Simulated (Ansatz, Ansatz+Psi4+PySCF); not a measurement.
```xyz
5

C     0.4517    0.0000    0.0000
H     1.0227    0.5944    0.5944
H     1.0227   -0.5944   -0.5944
F    -0.2642    0.7129   -0.7129
F    -0.2642   -0.7129    0.7129
```

Basis set: cc-pVTZ (spherical functions). Frozen core: 3 orbitals. Charge 0, multiplicity 1.

Computed with Ansatz (development build ahead of 0.2.0); each method stands on the lowest determinant of its kind that the runs found. Restricted open shells among the atoms or ions are ROHF, correlated in semicanonical orbitals with singles.

(1) Give the atomization energy at this shape (free ground-state atoms in the same class of orbitals less the molecule, no zero-point energy) of singlet CH₂F₂ by RHF-MP2, RHF.

Results:

(1)

| method | atomization energy |
| --- | --- |
| RHF-MP2 | 17.97 eV |
| RHF | 13.04 eV |

Caution: no unrestricted run beside it, a lower state can exist; the shape is not the minimum.
